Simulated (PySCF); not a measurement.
CH₃, SMILES [CH3], multiplicity 2.

The structure is a stationary point at TPSSh-D3(BJ)/def2-TZVPD. The isomer is the one that the SMILES or the coordinates give; other isomers of the formula were not compared.

Method: TDA-M06-2X/def2-TZVPD run with PySCF.

Vertical excitations; the highest root listed may be one member of a degenerate set. 

Computed lowest excited states:
```json
[
 {"state": "root 1", "energy (eV)": "5.69", "λ (nm)": "218", "f": "0.037", "main pairs": "α HOMO→LUMO 96 %"},
 {"state": "root 2", "energy (eV)": "6.57", "λ (nm)": "189", "f": "0.000", "main pairs": "β HOMO→LUMO 94 %"},
 {"state": "root 3", "energy (eV)": "6.58", "λ (nm)": "189", "f": "0.000", "main pairs": "β HOMO−1→LUMO 94 %"},
 {"state": "root 4", "energy (eV)": "7.62", "λ (nm)": "163", "f": "0.000", "main pairs": "α HOMO→LUMO+1 (degenerate set)"},
 {"state": "root 5", "energy (eV)": "7.62", "λ (nm)": "163", "f": "0.000", "main pairs": "α HOMO→LUMO+2 (degenerate set)"},
 {"state": "root 6", "energy (eV)": "8.64", "λ (nm)": "143", "f": "0.000", "main pairs": "α HOMO→LUMO+4 (degenerate set)"},
 {"state": "root 7", "energy (eV)": "8.64", "λ (nm)": "143", "f": "0.000", "main pairs": "α HOMO→LUMO+3 (degenerate set)"},
 {"state": "root 8", "energy (eV)": "8.75", "λ (nm)": "142", "f": "0.131", "main pairs": "α HOMO→LUMO+5 92 %"},
 {"state": "root 9", "energy (eV)": "9.90", "λ (nm)": "125", "f": "0.000", "main pairs": "α HOMO→LUMO+6 92 %"},
 {"state": "root 10", "energy (eV)": "10.20", "λ (nm)": "121", "f": "0.120", "main pairs": "α HOMO→LUMO+7 93 %"}
]
```
Unrestricted roots are not spin-pure.
